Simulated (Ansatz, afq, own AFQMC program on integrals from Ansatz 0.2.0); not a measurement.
**SiGeH2, singlet: AFQMC among the cluster methods**

```json
{"atom": "Si", "x (Å)": "0.0000", "y (Å)": "0.0753", "z (Å)": "1.5221"}
{"atom": "Ge", "x (Å)": "0.0000", "y (Å)": "-0.0057", "z (Å)": "-0.6430"}
{"atom": "H", "x (Å)": "0.0000", "y (Å)": "-0.3826", "z (Å)": "3.2525"}
{"atom": "H", "x (Å)": "0.0000", "y (Å)": "-1.3054", "z (Å)": "0.6745"}
```

Connectivity, by distances: Si–Ge ··· H, 1 bridging H.

Basis cc-pVDZ. Noble-gas cores (and the filled d shells of Ga–Kr and In–Xe) are frozen. Integrals, coupled cluster, full CI and functionals: Ansatz 0.2.0; the random walks run on the same integrals in our own AFQMC program. The CISD trial takes its coefficients from CCSD amplitudes. Released means that phaseless walkers are propagated on without the constraint, phases kept. Uncertainties: one standard error, sampling alone. No spin–orbit coupling.

Determinant: RHF, the one that the program's search chose, which needn't be the lowest solution. The geometry is a point of a scan.

No full CI on the walks' own integrals is used here; CCSDT(Q) serves as the reference and is uncertain by about the last step of the cluster series.

Cautions: no relativity below Rb; no spin-orbit coupling; inner d shell frozen; higher spins were not checked; restricted determinant unstable towards unrestricted (UHF 93 meV lower, ⟨S²⟩ 0.43); raised T1 diagnostic (T1 0.021, weight of the determinant 0.83, largest double 0.14); the ph-AFQMC/CISD walk drifts between its halves (2.0 errors).

```
T1 diagnostic                               : 0.0210
weight of the determinant in the CISD state : 0.831
size of the correlated space                : 10 electrons in 36 orbitals
```

```tsv
level	correlation energy (eV)
MP2	-5.1255
CCSD	-5.9914
CCSD(T)	-6.3150
```

Problem. Estimate where phaseless AFQMC with the Hartree–Fock trial lies against CCSD(T) on the same integrals.

Solution. 214.7 ± 83.0 meV below CCSD(T).

Reference: CCSDT(Q), correlation energy -6.381 eV. The released energy is read at 2.40 1/Eh (meV from the phaseless value at times in 1/Eh: -10 ± 18 at 0.24, -19 ± 15 at 0.51, -19 ± 12 at 0.99, -46 ± 15 at 1.62, -60 ± 23 at 2.40).

| level | E − E(reference) (meV) | share of correlation (%) |
| --- | --- | --- |
| CCSD(T) | 65.6 | 98.97 |
| CCSDT | 29.5 | 99.54 |
| ph-AFQMC/HF | -149.1 ± 83.0 | 102.34 |
| ph-AFQMC/CISD | 54.4 ± 16.6 | 99.15 |
| released AFQMC | -5.1 ± 23.3 | 100.08 |

A walk keeps the symmetry of its determinant, which the program's search chose and which needn't be the lowest solution, so a lower state of the same spin and another symmetry isn't excluded. Released energies are given only where the last usable release times agree within the noise; a slower fall can still hide under it.
